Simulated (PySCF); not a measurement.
Compound: Si2H4 (triplet state).
Atom-mapped SMILES: `[SiH:1][SiH3:2]` (hydrogens: H3 on Si1; H4, H5, H6 on Si2)

Structure used (GFN2-xTB), in Å, numbered top down from 1:
```
atom  x, y, z in Å
Si1    1.5091   -0.1539    0.6022
Si2   -0.6504    0.0416   -0.0131
H3     2.7176   -0.1421   -0.2414
H4    -1.1471   -1.0094   -0.9192
H5    -1.0055    1.3052   -0.6827
H6    -1.4207   -0.0394    1.2325
```

Level of theory: UKS B3LYP, pcH-1 on H Si, non-relativistic, mean-field spin-orbit, GIAO in PySCF 2.14.0. Isolated species at its GFN2-xTB geometry, gas phase. This triplet need not be the ground state; the singlet was not compared here. The geometry wasn't refined by DFT: couplings that depend on bond lengths, twists or pyramidal angles can differ widely from those at the functional's own minimum, by a factor of two or more for some ions and for spin on atoms past the first row.

**Question.** Break the g tensor into its mass correction, gauge correction and orbital-Zeeman/spin–orbit terms.

**Answer.** 
```tsv
Δg (ppm)	1	2	3
relativistic mass correction	-121	-121	-121
gauge correction	31	29	16
orbital Zeeman/spin–orbit	-544	1538	2078
total	-634	1446	1973
```

So g = 2.00169, 2.00377, 2.00429 and g_iso = 2.00325; the tensor is rhombic: the two nearest values differ by 20 % of g3 − g1. 

**Question.** At 34.199 GHz, how far is the centre of the isotropic spectrum from where a free electron (g = 2.002319) resonates, zero-field splitting left aside?

**Answer.** B = hν/(g μB) with μB/h = 13.99624 MHz/mT gives 1220.31 mT for the free electron and 1219.74 mT at g_iso, 0.57 mT lower.

**Question.** What are the electron Larmor frequencies g μB B/h along the three axes at 330 mT?

**Answer.** 9.2453, 9.2549, 9.2573 GHz for g1, g2 and g3, a range of 12.0 MHz.

The largest Mulliken spin population is on Si1 (+1.85).

The HOMO–LUMO gaps are 5.38 eV among the α and 5.48 eV among the β orbitals.
